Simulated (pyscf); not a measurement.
Structures and frequencies: ωB97X-D3(BJ)/def2-SVP in PySCF.

### Question
What is the homolytic dissociation enthalpy (298 K, ωB97M-D3(BJ)/def2-TZVP) of the Ga–H bond of `[CH3][CH2][GaH][Cl]`, to [H₃C–CH₂–Ga–Cl]• + H•?

### Answer
Ga–H to [H₃C–CH₂–Ga–Cl]• + H•: 77.5 kcal/mol. The 7 functionals that were run give +72.4 (PBE) to +78.6 kcal/mol (ωB97X-D3(BJ)). The radicals are drawn with the spin at the cut bond; how far it spreads was not checked. H₃C–CH₂–GaH–Cl lies 11.8 kcal/mol over its isomer H₃C–Ga(CH₃)–Cl, and others may lie lower still (electronic energy, ωB97M-D3(BJ)). Other isomers of [H₃C–CH₂–Ga–Cl]• were not searched in full and may lie lower. Elements up to Kr have no core potential and no relativistic terms here.
